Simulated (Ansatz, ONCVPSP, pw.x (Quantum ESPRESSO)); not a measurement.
# tungsten (W): one change to the ONCV potential, in the atom and in the bcc crystal

ONCVPSP 4.0.1.1 (patched build) input, shortened (lines: element, Z, core and valence counts, functional; n l f; lmax; l rc ep ncon nbas qcut; lloc lpopt rc5 dvloc0; l nproj debl; icmod fcfact rcfact), PBEsol, scalar-relativistic:

```
  W 74.00   10    4  -116133      upf
    1    0    2.00
    2    0    2.00
    2    1    6.00
    3    0    2.00
    3    1    6.00
    3    2   10.00
    4    0    2.00
    4    1    6.00
    4    2   10.00
    4    3   14.00
    5    0    2.00
    5    1    6.00
    5    2    4.00
    6    0    2.00
    2
    0    1.35    0.00    3    7    8.10
    1    2.05    0.00    4    7    5.40
    2    2.85    0.00    4    8    4.30
    4    5    1.30    6.00
    0    2    2.90
    1    2    2.50
    2    2    3.10
    1    0.35    0.00
```

Change: all radii but the core radius scaled by about 1.07 (s 1.44, p 2.20, d 3.06 bohr); local potential polynomial inside 1.40 bohr (lpopt 5, dvloc0 6 Ha).

Cutoffs, loose and tight: the cutoffs (Ha) at which the residual kinetic energy of the hardest occupied pseudo-wave falls to 1 and 0.1 mHa per electron. They do not see the model core or the augmentation charge, which bear on the density cutoff. Test errors are all-electron minus pseudo excitation energies from the reference, over the configurations 5s2 5p6 5d4 6s1; 5s2 5p6 5d4 6s0; 5s2 5p6 5d3 6s0; 5s2 5p6 5d4 6s1.5; variants that change the core or the reference have their own tests.

Crystal test: bcc W in pw.x 7.5, no spin, 15³ k-points, Fermi–Dirac smearing 0.01 Ry, cutoffs set for each file from its atomic test. The reference is all-electron LAPW (Ansatz 0.2.0) with the same functional, mesh and smearing; V0 and B0 come from Birch–Murnaghan fits to the pressures at five volumes. Errors are pseudo minus all-electron; Δ is the rms difference of the E(V) curves that follow from these fits, minima aligned, over ±6 % about the mean V0. Mesh and smearing are coarse, so the numbers serve the comparison and aren't converged zero-temperature values; the lattice is a test structure that the element need not adopt.

All-electron: a0 = 3.155 Å (V0 = 15.70 Å³/atom), B0 = 321.1 GPa.

Q: Does the change bring the crystal closer to the all-electron result?

A: The mean pressure error goes from -1.70 to -5.13 GPa, so the change moves the solid further from the all-electron pressures. At 80 % of its cutoff the pressure of the base moves by -2.53 GPa.

| quantity | base | changed |
| --- | --- | --- |
| outcome (atom) | generated | generated |
| cutoff, loose (atom) | 26 Ha | 25 Ha |
| cutoff, tight (atom) | 30 Ha | 29 Ha |
| bound ghosts (atom) | none | none |
| largest test error (meV) (atom) | -31 | -14 |
| cutoffs in pw.x (Ry) | 70/280 | 70/280 |
| a0 (Å) | 3.149 | 3.137 |
| a0 error (%) | -0.17 | -0.55 |
| B0 error (%) | -3.0 | -2.2 |
| Δ (meV/atom) | 5.9 | 18.0 |
| mean pressure error (GPa) | -1.70 | -5.13 |

Base: The largest radius (2.85 bohr) exceeds half the bond length (2.58 bohr), so the spheres overlap, which is one possible source of error among others. Changed file: The largest radius (3.06 bohr) exceeds half the bond length (2.58 bohr), so the spheres overlap, which is one possible source of error among others. This is a poor potential for the solid.
